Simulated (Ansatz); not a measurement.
# AlPH+ (quintet): the correlation ladder, cc-pVTZ

One table from this session's results is given with a row withheld; the runs are named, their logs left out.

Program: Ansatz 0.2.0, Gaussian basis. Level of theory: cc-pVTZ, core rule «outside noble gas», up to 10 orbitals frozen. These are calculated values, not measurements.

The runs, in order: UHF; CCSD(T) on ROHF; CCSD(T) on UHF; BCCD(T) on ROHF; CCSDT(Q) on ROHF; CCSDT(Q) on UHF.

15 further runs of the same task are left out: 10 for a known fault of the program, 5 set aside as unsound or not needed.

## What is computed

The geometry is a PBE0/def2-TZVP stationary point (not a proven minimum) of the parent state, kept for this charge and spin.

3 atoms, charge 1, spin multiplicity 5.

Atoms are counted from 1 here; the program's logs count them from 0.

Bond lengths: Al1–P2 2.386 Å, Al1–H3 1.614 Å. Angles: P2–Al1–H3 114.3°.

Set-up of the first run:

Contents of in.yaml:

```yaml
crystal:
  periodic: [false, false, false]
  atoms:
    - {symbol: Al, position_ang: [0.000000, -0.107696, 1.237712]}
    - {symbol: P, position_ang: [0.000000, 0.051009, -1.143237]}
    - {symbol: H, position_ang: [0.000000, 1.315423, 1.999097]}
basis:
  gaussian: {orbitals: cc-pVTZ}
total_charge: 1
magnetization: {spin_polarized: true, initial_magnetization: 4}
hamiltonian: {xc: hf}
output: {orbitals: {seedname: orbitals}}
```

Started as:

```bash
ansatz run in.yaml --threads 1 --pin off --events-out ev --progress --plain --max-ram 3968MiB --backend cpu
```

Steps of the session up to this table: UHF; CCSD(T) on ROHF; CCSD(T) on UHF; BCCD(T) on ROHF; CCSDT(Q) on ROHF; CCSDT(Q) on UHF.

One of the session's tables, all rows but one given; the rest of the session is left out.

| method | from UCCSDT(Q) (meV) |
| --- | --- |
| ROHF | +4506.8 |
| UHF | +4415.9 |
| RMP2 | +1059.6 |
| UMP2 | +1023.4 |
| RCCSD | +223.1 |
| UCCSD | +214.0 |
| RCCSD(T) | +50.7 |
| UCCSD(T) | +45.9 |
| BCCD(T) | +47.9 |
| RCCSDT | +10.9 |
| UCCSDT | +7.4 |
| RCCSDT(Q) | ? |
| UCCSDT(Q) | 0 |

Estimate the missing values for RCCSDT(Q).

**Answer.** from UCCSDT(Q) (meV): +3.5. In the column «from UCCSDT(Q) (meV)» it lies between UCCSDT(Q) (0) and UCCSDT (+7.4).

To keep in mind: Restricted and unrestricted rows rest on different reference determinants; where their highest levels disagree by more than a few hundredths of an eV, they describe different states and don't form one ladder.
